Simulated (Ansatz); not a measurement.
# BH5NSi: the cost of one run

Computed with Ansatz 0.2.0, driven from Python. The levels of theory stand in the script.

## Step 1: Starting point

Bond lengths: B1–N2 1.527 Å, N2–Si3 1.766 Å, B1–H4 1.137 Å, B1–H5 1.209 Å, Si3–H6 1.478 Å, Si3–H7 1.527 Å, Si3–H8 1.440 Å. Angles: B1–N2–Si3 105.1°, N2–B1–H4 123.3°, N2–B1–H5 118.8°, H4–B1–H5 117.2°, N2–Si3–H6 109.8°, N2–Si3–H7 110.2°, N2–Si3–H8 112.2°, H6–Si3–H7 106.7°, H6–Si3–H8 110.6°, H7–Si3–H8 107.2°.

The script holds or builds the structure itself.

## Step 2: The script

File bh5nsi_composite.py:

```python
from dataclasses import dataclass
import itertools

import ansatz as az
from ase.data import atomic_numbers, covalent_radii
import numpy as np


@dataclass
class Settings:
    basis: str = "def2-SVP"
    functional: str = "b3lyp"
    vdw: str = "d4"


cfg = Settings()

GEOMETRY = """
B    -0.37660    0.56370   -1.32230
N    -0.75180    0.78350    0.14100
Si    0.20760   -0.39310    1.04280
H    -0.61230   -0.39320   -1.88980
H     0.02770    1.50300   -1.96730
H    -0.03900   -0.23640    2.49190
H     1.69640   -0.13910    0.82060
H    -0.05980   -1.74560    0.62740
"""

molecule = az.Crystal.molecule()
for line in GEOMETRY.strip().splitlines():
    symbol, *xyz = line.split()
    molecule = molecule.atom(symbol, [float(v) for v in xyz])

job = (
    molecule.calculation()
    .basis(gaussian=cfg.basis)
    .functional(cfg.functional, dispersion=cfg.vdw)
    .spin("collinear", total=1)
    .scf(lower_state_search="off")
)
symbols = [site.symbol for site in molecule.cartesian_sites]
start = np.array([site.position_ang for site in molecule.cartesian_sites], dtype=float)
report = job.relax(force_tolerance=0.01).run().report
end = np.array(report["positions_ang"])
radius = [covalent_radii[atomic_numbers[s]] for s in symbols]
span = lambda where, i, j: np.linalg.norm(where[i] - where[j])
bonded = [(i, j) for i, j in itertools.combinations(range(len(symbols)), 2) if min(span(start, i, j), span(end, i, j)) < 1.2 * (radius[i] + radius[j])]
print("pair        before    after (A)")
for i, j in bonded:
    print(f"{symbols[i]}{i}-{symbols[j]}{j}".ljust(10), f"{span(start, i, j):8.4f} {span(end, i, j):8.4f}")

minimum = az.Crystal.molecule()
for symbol, place in zip(symbols, end):
    minimum = minimum.atom(symbol, place.tolist())
at_minimum = minimum.calculation().spin("collinear", total=1)
level = lambda method, basis: at_minimum.basis(gaussian=basis).correlation(method).run().report
small, large, cluster = level("mp2", "cc-pVDZ"), level("mp2", "cc-pVTZ"), level("ccsd_t", "cc-pVDZ")
corr = lambda each: (each["free_energy_ev"] - each["reference_energy_ev"]) / 27.211386246
mp2_limit = (27 * corr(large) - 8 * corr(small)) / 19
pieces = {"HF / cc-pVTZ": large["reference_energy_ev"] / 27.211386246, "MP2 correlation, DZ-TZ limit": mp2_limit, "CCSD(T) - MP2 / cc-pVDZ": corr(cluster) - corr(small)}
for name, value in pieces.items():
    print(f"{name:32s} {value:14.6f} Ha")
print(f"{'sum':32s} {sum(pieces.values()):14.6f} Ha")
print("T1 diagnostic", round(cluster["correlation"]["coupled_cluster"]["t1_diagnostic"], 4))
```

## Step 3: The input behind the calls

The package turns the script's settings into the engine's input (first run):

```yaml
crystal:
  periodic: [false, false, false]
  atoms:
    - { symbol: B, position_ang: [-0.3766, 0.5637, -1.3223] }
    - { symbol: "N", position_ang: [-0.7518, 0.7835, 0.141] }
    - { symbol: Si, position_ang: [0.2076, -0.3931, 1.0428] }
    - { symbol: H, position_ang: [-0.6123, -0.3932, -1.8898] }
    - { symbol: H, position_ang: [0.0277, 1.503, -1.9673] }
    - { symbol: H, position_ang: [-0.039, -0.2364, 2.4919] }
    - { symbol: H, position_ang: [1.6964, -0.1391, 0.8206] }
    - { symbol: H, position_ang: [-0.0598, -1.7456, 0.6274] }
basis:
  gaussian:
    orbitals: def2-SVP
hamiltonian:
  xc: b3lyp
  dispersion: d4
magnetization:
  spin_polarized: true
  initial_magnetization: 1.0
scf:
  lower_state_search: "off"
relax:
  f_tol: 0.01
```

## Step 4: Launch

On the command line:

```sh
$ python bh5nsi_composite.py
```

Q: Estimate wall time and peak memory on 1 thread of Arm Neoverse V2, shared host.

About 42 s, with a peak of 0.39 GiB.
